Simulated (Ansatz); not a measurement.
# AlClFH: the cost of one run

All numbers below are computed with Ansatz 0.2.0 (RKS PBE/def2-SVPD).

### Step 1. The structure to begin with

Bond lengths: Al1–F2 1.690 Å, Al1–H3 1.560 Å, Al1–Cl4 2.230 Å. Angles: F2–Al1–H3 120.0°, F2–Al1–Cl4 120.0°, H3–Al1–Cl4 120.0°.

As a file:

```xyz
4

Al    0.0000    0.0000    0.0000
F     0.0000    0.0000    1.6900
H     1.3510    0.0000   -0.7800
Cl   -1.9312    0.0000   -1.1150
```

### Step 2. Preparing the start

Input file input.yaml:

```yaml
crystal:
  periodic: [false, false, false]
  atoms:
    - { symbol: Al, position_ang: [0.0, 0.0, 0.0] }
    - { symbol: F, position_ang: [0.0, 0.0, 1.69] }
    - { symbol: H, position_ang: [1.351, 0.0, -0.78] }
    - { symbol: Cl, position_ang: [-1.9312, 0.0, -1.115] }
basis:
  gaussian: { orbitals: def2-SVPD }
hamiltonian:
  xc: pbe
relax:
  f_tol: 0.02
  max_steps: 40
```

Started as:

```bash
$ ansatz run input.yaml --threads 2 --pin off --max-ram 3072MiB --backend cpu --events-out ev --progress --plain --runs-dir out
```

What time and memory should one allow on 2 threads of Arm Neoverse V2, shared host?

About 4.7 s, with a peak of 0.13 GiB.
